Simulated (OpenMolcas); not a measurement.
# BH2F (SMILES BF): the energy, rung by rung

The species is BH2F (4 atoms), meant as a singlet with charge 0. SMILES: `BF`. Geometry: relaxed at PBE0-D4/def2-TZVP.

```xyz
4

B    -0.0273   -0.0040   -0.0308
F     1.0612   -0.2967    0.6499
H    -1.0125   -0.6491    0.1862
H     0.0342    0.8896   -0.8256
```

Each level gives the energy change with the B1–H3 bond stretched from 1.197 to 1.377 Å (eV). The values are calculated.

```json
{"level": "SVWN5/cc-pVTZ (restricted)", "kind": "LDA", "program": "OpenMolcas", "value (eV)": "0.24", "less CCSD(T)/cc-pVTZ": "-0.06", "CPU time (all runs)": "24 s"}
{"level": "BLYP/cc-pVTZ (restricted)", "kind": "GGA", "program": "OpenMolcas", "value (eV)": "0.27", "less CCSD(T)/cc-pVTZ": "-0.03", "CPU time (all runs)": "32 s"}
{"level": "r2SCAN/cc-pVTZ (restricted)", "kind": "meta-GGA", "program": "OpenMolcas", "value (eV)": "0.29", "less CCSD(T)/cc-pVTZ": "-0.01", "CPU time (all runs)": "39 s"}
{"level": "B3LYP/cc-pVTZ (restricted)", "kind": "global hybrid", "program": "OpenMolcas", "value (eV)": "0.30", "less CCSD(T)/cc-pVTZ": "0.00", "CPU time (all runs)": "30 s"}
{"level": "BHLYP/cc-pVTZ (restricted)", "kind": "global hybrid", "program": "OpenMolcas", "value (eV)": "0.34", "less CCSD(T)/cc-pVTZ": "+0.04", "CPU time (all runs)": "27 s"}
{"level": "PBE0/cc-pVTZ (restricted)", "kind": "global hybrid", "program": "OpenMolcas", "value (eV)": "0.29", "less CCSD(T)/cc-pVTZ": "-0.01", "CPU time (all runs)": "28 s"}
{"level": "MP2/cc-pVTZ (restricted)", "kind": "perturbation theory", "program": "OpenMolcas", "value (eV)": "0.32", "less CCSD(T)/cc-pVTZ": "+0.02", "CPU time (all runs)": "12 s"}
{"level": "CCSD(T)/cc-pVTZ (restricted)", "kind": "coupled cluster or CI", "program": "OpenMolcas", "value (eV)": "0.30", "less CCSD(T)/cc-pVTZ": "0.00", "CPU time (all runs)": "40 s"}
```

Differences are taken from CCSD(T)/cc-pVTZ (restricted) for orientation; it has basis-set and higher-order errors of its own. The first shape isn't each level's own minimum. The values span 0.24 to 0.34 eV. Times are those of the runs behind each value, whatever else they computed, on shared processors of several kinds: orders of magnitude only.
